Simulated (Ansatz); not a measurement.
Atomisation energy: 5 cases among organics with nitrogen, in kcal/mol, species as SMILES. Conventions: UHF or UKS for open shells; spin-orbit terms left out; non-relativistic; 6-31G* and kin with 6d, 5d where marked; LANL2DZ all-electron up to Ne; no dispersion term unless named; frozen cores in correlated levels; atomisation electronic, to ground-state atoms. CBS marks a two-point X^-3 extrapolation of the correlation energy; Hartree-Fock from the larger set. [CCSD(T)-MP2]/basis is that difference in the basis named. First-principles rows: single points at B3LYP-D3(BJ) geometries (Ansatz, an electronic-structure program).

Coupled cluster (Ansatz) is a level with limits of its own, used here on species with T1 under 0.025 (0.045 for open shells) and stable references: (a) RI-MP2/CBS(aug-cc-pVTZ,aug-cc-pVQZ)+[CCSD(T)-MP2]/aug-cc-pVTZ; (b) CCSD(T)/CBS(aug-cc-pVTZ,aug-cc-pVQZ); (c) CCSD(T)/CBS(cc-pVTZ,cc-pVQZ).

```json
[
 {"species": "[C-]#[N+]C", "atoms": "6", "coupled cluster": "589.5 (c)", "difference of B3LYP/STO-3G (Ansatz)": "52.4", "difference of HF/LANL2DZ (Ansatz)": "-219.4", "difference of B3LYP/6-31G (Ansatz)": "-22.9", "difference of B3LYP/6-31G* (Ansatz)": "-0.7", "difference of B3LYP/6-31+G* (Ansatz)": "-2.9", "difference of PBE0/def2-TZVPD (Ansatz)": "3.8", "difference of wB97M-V/def2-TZVPD (Ansatz)": "5.3"},
 {"species": "NC=O", "atoms": "6", "coupled cluster": "567.2 (a)", "difference of B3LYP/STO-3G (Ansatz)": "4.5", "difference of HF/LANL2DZ (Ansatz)": "-248.9", "difference of B3LYP/6-31G (Ansatz)": "-33.6", "difference of B3LYP/6-31G* (Ansatz)": "-4.7", "difference of B3LYP/6-31+G* (Ansatz)": "-5.7", "difference of PBE0/def2-TZVPD (Ansatz)": "2.0", "difference of wB97M-V/def2-TZVPD (Ansatz)": "3.1"},
 {"species": "CC(N)=O", "atoms": "9", "coupled cluster": "867.1 (a)", "difference of B3LYP/STO-3G (Ansatz)": "60.2", "difference of HF/LANL2DZ (Ansatz)": "-326.1", "difference of B3LYP/6-31G (Ansatz)": "-38.1", "difference of B3LYP/6-31G* (Ansatz)": "-5.6", "difference of B3LYP/6-31+G* (Ansatz)": "-9.2", "difference of PBE0/def2-TZVPD (Ansatz)": "3.6", "difference of wB97M-V/def2-TZVPD (Ansatz)": "3.9"},
 {"species": "CCN", "atoms": "10", "coupled cluster": "878.3 (a)", "difference of B3LYP/STO-3G (Ansatz)": "137.8", "difference of HF/LANL2DZ (Ansatz)": "-276.5", "difference of B3LYP/6-31G (Ansatz)": "-24.9", "difference of B3LYP/6-31G* (Ansatz)": "-5.1", "difference of B3LYP/6-31+G* (Ansatz)": "-8.0", "difference of PBE0/def2-TZVPD (Ansatz)": "-0.9", "difference of wB97M-V/def2-TZVPD (Ansatz)": "1.2"},
 {"species": "NC1CCC1", "atoms": "14", "coupled cluster": "1315.9 (b)", "difference of B3LYP/STO-3G (Ansatz)": "217.4", "difference of HF/LANL2DZ (Ansatz)": "-412.8", "difference of B3LYP/6-31G (Ansatz)": "-37.7", "difference of B3LYP/6-31G* (Ansatz)": "-7.1", "difference of B3LYP/6-31+G* (Ansatz)": "-15.0", "difference of PBE0/def2-TZVPD (Ansatz)": "8.8", "difference of wB97M-V/def2-TZVPD (Ansatz)": "6.0"}
]
```

```json
[
 {"level": "B3LYP/STO-3G (Ansatz)", "cases": "5", "mean signed difference": "94.46", "mean absolute difference": "94.46", "median absolute difference": "60.20", "largest absolute difference": "217.4"},
 {"level": "HF/LANL2DZ (Ansatz)", "cases": "5", "mean signed difference": "-296.74", "mean absolute difference": "296.74", "median absolute difference": "276.50", "largest absolute difference": "412.8"},
 {"level": "B3LYP/6-31G (Ansatz)", "cases": "5", "mean signed difference": "-31.44", "mean absolute difference": "31.44", "median absolute difference": "33.60", "largest absolute difference": "38.1"},
 {"level": "B3LYP/6-31G* (Ansatz)", "cases": "5", "mean signed difference": "-4.64", "mean absolute difference": "4.64", "median absolute difference": "5.10", "largest absolute difference": "7.1"},
 {"level": "B3LYP/6-31+G* (Ansatz)", "cases": "5", "mean signed difference": "-8.16", "mean absolute difference": "8.16", "median absolute difference": "8.00", "largest absolute difference": "15.0"},
 {"level": "PBE0/def2-TZVPD (Ansatz)", "cases": "5", "mean signed difference": "3.46", "mean absolute difference": "3.82", "median absolute difference": "3.60", "largest absolute difference": "8.8"},
 {"level": "wB97M-V/def2-TZVPD (Ansatz)", "cases": "5", "mean signed difference": "3.90", "mean absolute difference": "3.90", "median absolute difference": "3.90", "largest absolute difference": "6.0"}
]
```

B3LYP/STO-3G lies above in 5 of 5 cases and within 2 kcal/mol in 0; mean signed difference 94.46 kcal/mol, mean absolute 94.46 kcal/mol (39.03 over the 3 cases of up to 9 atoms, 177.60 over the larger). These figures hold for the species listed. A straight line through its differences against the number of atoms has a slope of 23.96 kcal/mol an atom.

How the rows were picked: cases drawn at random among the computed members of the class with clean coupled-cluster diagnostics. The batch they came from held 5 cases of this property in the class: 0 with a tabulated value, 5 with clean coupled cluster alone, 0 with neither, which enter no statistics. The levels are drawn from those run on every case listed, the commonest habits more often. No case is left out for the size of its miss. Left out are saddle points of the reference geometry, anions that the best level run finds unbound, excited spin states, species near biochemistry, cases with under five habitual levels, runs that failed or whose electronic state is in doubt, and table entries that another table contradicts.
